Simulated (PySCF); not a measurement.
**A ladder for the ionisation energy of Mg**

Mg [Ne] 3s2 (1S) → Mg⁺ [Ne] 3s1 (2S). Scalar values calculated with PySCF 2.14 in dyall-acv3z (spin-free X2C; valence: [Ne] frozen; valence and next inner shell: 1s2 frozen). The spin-orbit shift comes from two-component X2C-1e calculations (generalised Hartree-Fock, GHF, and MP2 on its spinors, GMP2) in x2c-QZVPPall-2c: GMP2 gives 7.259 eV without and 7.259 eV with screened spin-orbit coupling, a shift of 0.000 eV (GHF: 0.000 eV). Sums use unrounded values; where a UHF row is shifted, it takes the GHF shift.

| method | scalar (eV) | plus spin-orbit shift (eV) | error (eV) |
| --- | --- | --- | --- |
| UHF | 6.615 | 6.615 | -1.031 |
| LDA | 7.732 | 7.732 | 0.086 |
| PBE | 7.624 | 7.624 | -0.023 |
| PBE0 | 7.552 | 7.552 | -0.094 |
| r2SCAN | 7.380 | 7.380 | -0.266 |
| wB97M-V | 7.676 | 7.676 | 0.030 |
| wB97X-V | 7.538 | 7.538 | -0.108 |
| CAM-B3LYP | 7.713 | 7.713 | 0.067 |
| MP2 (valence) | 7.270 | 7.270 | -0.376 |
| SCS-MP2 (valence) | 7.401 | 7.401 | -0.245 |
| MP2 (valence and next inner shell) | 7.413 | 7.413 | -0.233 |
| SCS-MP2 (valence and next inner shell) | 7.513 | 7.513 | -0.134 |
| CCSD (valence) | 7.537 | 7.537 | -0.109 |
| CCSD(T) (valence) | 7.537 | 7.537 | -0.109 |
| CCSDT (valence) | 7.537 | 7.537 | -0.109 |
| FCI (valence) | 7.537 | 7.537 | -0.109 |

Reference: 7.646 eV (measured; NIST Atomic Spectra Database, ionization energies).

The errors of the correlated levels include the incompleteness of the basis and the frozen core, so a lower level can come closer by cancellation.
